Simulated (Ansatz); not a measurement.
# The standard entropy of CH4 (methane) from a frequency calculation

A singlet with charge 0, relaxed at PBE0/aug-cc-pVTZ (Ansatz 0.2.0):

```xyz
5

C     0.0000    0.0000    0.0000
H     0.1589   -0.2431    1.0496
H    -1.0061    0.3950   -0.1328
H     0.1196   -0.8990   -0.6029
H     0.7277    0.7470   -0.3138
```

Harmonic wavenumbers in cm⁻¹: 1324, 1324, 1324, 1551, 1551, 3043, 3162, 3162, 3162.

Masses in u: C 12.011, H 1.008. Take T = 298.15 K, p = 1 bar, R = 8.3145 J/(mol K), kT/hc = 207.22 cm⁻¹, rigid rotor and harmonic oscillator.

Q: Work out S° at 298 K.

A: 
1. Translation (Sackur–Tetrode): S = R[3/2 ln M + 5/2 ln T − 1.1517] with M = 16.043 gives 143.5 J/(mol K).
2. Rotation: principal moments 3.188, 3.188, 3.188 u Å² give A, B, C = 5.2881, 5.288, 5.2878 cm⁻¹; the symmetry number is σ = 12; q = (√π/σ)√((kT/hc)³/ABC) = 36; S = R(ln q + 3/2) = 42.3.
3. Vibration: with u = ν̃/207.22, each mode gives R[u/(eᵘ − 1) − ln(1 − e⁻ᵘ)]; the sum is 0.4, most from 1324 cm⁻¹ (0.1), 1324 cm⁻¹ (0.1), 1324 cm⁻¹ (0.1).
4. Electronic: R ln 1 = 0.0, from the spin multiplicity alone.
5. Sum: 143.5 + 42.3 + 0.4 + 0.0 = 186.2 J/(mol K).

The tabulated value is 186.3 J/(mol K) (CRC Handbook of Chemistry and Physics): the model is off by -0.1.
